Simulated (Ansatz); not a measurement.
# AlO2+ (singlet): from Hartree-Fock to the top rungs, cc-pVTZ

An exercise on one series of results from a longer session: the logs are not shown, and one member is left open.

Computed with Ansatz 0.2.0, Gaussian basis. Level: cc-pVTZ, core rule «outside noble gas», up to 7 orbitals frozen.

Plan: UHF; CCSD(T) on RHF; CCSD(T) on UHF; BCCD(T) on RHF; CCSDT(Q) on RHF; CCSDT(Q) on UHF.

7 further runs of the same task are left out: 4 for a known fault of the program, 3 set aside as unsound or not needed.

## What is computed

The geometry is a PBE0/def2-TZVP stationary point (not a proven minimum) of the parent state, kept for this charge and spin.

3 atoms, charge 1, spin multiplicity 1.

Atoms are counted from 1 here; the program's logs count them from 0.

Bond lengths: Al1–O2 1.733 Å, O2–O3 1.294 Å. Angles: Al1–O2–O3 180.0°.

Set-up of the first run:

File in.yaml:

```yaml
crystal:
  periodic: [false, false, false]
  atoms:
    - {symbol: Al, position_ang: [0.000000, 0.000000, 1.586946]}
    - {symbol: O, position_ang: [0.000000, 0.000000, -0.146400]}
    - {symbol: O, position_ang: [0.000000, 0.000000, -1.440545]}
basis:
  gaussian: {orbitals: cc-pVTZ}
total_charge: 1
magnetization: {spin_polarized: true, initial_magnetization: 0}
hamiltonian: {xc: hf}
output: {orbitals: {seedname: orbitals}}
```

Launch:

```sh
$ ansatz run in.yaml --threads 1 --pin off --events-out ev --progress --plain --max-ram 3968MiB --backend cpu
```

Among the steps run: UHF; CCSD(T) on RHF; CCSD(T) on UHF; BCCD(T) on RHF; CCSDT(Q) on RHF; CCSDT(Q) on UHF.

One of the session's tables, all rows but one given; the rest of the session is left out.

```
   method  from RCCSDT(Q) (kJ/mol)
      RHF                  +1499.0
     RMP2                   +124.1
     UMP2                    +63.6
    RCCSD                   +106.0
    UCCSD                    +15.0
 RCCSD(T)                    +27.9
 UCCSD(T)                    -55.1
  BCCD(T)                    +29.3
   RCCSDT                        ?
   UCCSDT                    -78.6
RCCSDT(Q)                        0
UCCSDT(Q)                   -101.9
```

Estimate the missing values for RCCSDT.

As computed: from RCCSDT(Q) (kJ/mol): +21.1. In the column «from RCCSDT(Q) (kJ/mol)» it lies between UCCSD (+15.0) and RCCSD(T) (+27.9).

Left out of the table: UHF (another determinant or state than the rows shown).

To keep in mind: The determinant is far from a pure spin state, so its energy mixes those of several spin states (harmless only where they are near-degenerate, as at dissociation). The program flags UCCSD(T), UCCSDT(Q) as in doubt, so those rows may rest on another solution; read them beside their warnings. Warnings: restricted reference is unstable; spin contamination; coupled cluster took another determinant than the lowest; large T1 diagnostic. Restricted and unrestricted rows rest on different reference determinants; where their highest levels disagree by more than a few hundredths of an eV, they describe different states and don't form one ladder.
